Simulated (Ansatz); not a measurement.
# CH₂FSi radical (SMILES C=[Si]F): single points off equilibrium

The task here is to estimate one member of a computed series from the others.

Computed with Ansatz 0.2.0, Gaussian basis. Level: single points in def2-TZVPP.

Correlated methods freeze the cores. Orbitals are unrestricted.

### The starting structure

SMILES `C=[Si]F`, 5 atoms, charge 0, spin multiplicity 2.

Atoms are counted from 1 here; the program's logs count them from 0.

Bond lengths: C1–Si2 1.802 Å, C1–H4 1.214 Å, C1–H5 0.985 Å, Si2–F3 1.613 Å. Angles: Si2–C1–H4 142.7°, Si2–C1–H5 124.2°, H4–C1–H5 84.6°, C1–Si2–F3 112.6°.

Geometry (Å):

```
C    -0.23550    0.55300   -0.26110
Si    0.22000   -0.53080    1.10450
F     1.42070   -1.53850    0.72240
H    -0.65250    1.66440   -0.51430
H    -0.78340    0.27400   -1.03070
```

The first run:

run/in.yaml

```yaml
crystal:
  periodic: [false, false, false]
  atoms:
    - {symbol: C, position_ang: [-0.235500, 0.553000, -0.261100]}
    - {symbol: Si, position_ang: [0.220000, -0.530800, 1.104500]}
    - {symbol: F, position_ang: [1.420700, -1.538500, 0.722400]}
    - {symbol: H, position_ang: [-0.652500, 1.664400, -0.514300]}
    - {symbol: H, position_ang: [-0.783400, 0.274000, -1.030700]}
basis:
  gaussian: {orbitals: def2-TZVPP}
magnetization: {spin_polarized: true, initial_magnetization: 1}
correlation: {method: ccsd_t}
scf: {omitted_lower_state_checks: [cluster_reference]}
output: {forces: true}
```

The command line of these runs was not kept.

Among the steps run: CCSD(T)/def2-TZVPP; PBE0-D4/def2-TZVPP; wB97M-V/def2-TZVPP; r2SCAN-D4/def2-TZVPP; PBE-D4/def2-TZVPP; SPW92/def2-TZVPP; B97M-V/def2-TZVPP.

One table of the session follows, with a row left open; its other results are not shown here.

| method | RMS force component (eV/Å) | angle to CCSD(T) forces (°) | dipole (D) |
| --- | --- | --- | --- |
| CCSD(T) | 2.098 | reference | 1.69 |
| PBE0-D4 | 2.088 | 4.4 | 1.69 |
| wB97M-V | 2.074 | 2.6 | 1.73 |
| r2SCAN-D4 | 2.062 | 6.0 | 1.58 |
| PBE-D4 | 2.102 | 10.6 | 1.43 |
| SPW92 | ? | ? | ? |
| B97M-V | 2.029 | 4.8 | 1.57 |

Q: Estimate the row for SPW92 from the others.

As computed: RMS force component (eV/Å): 2.115; angle to CCSD(T) forces (°): 15.7; dipole (D): 1.44. In the column «RMS force component (eV/Å)» it is the highest.

Caveats from the session: The unrestricted reference is spin-contaminated, which hurts MP2 most.
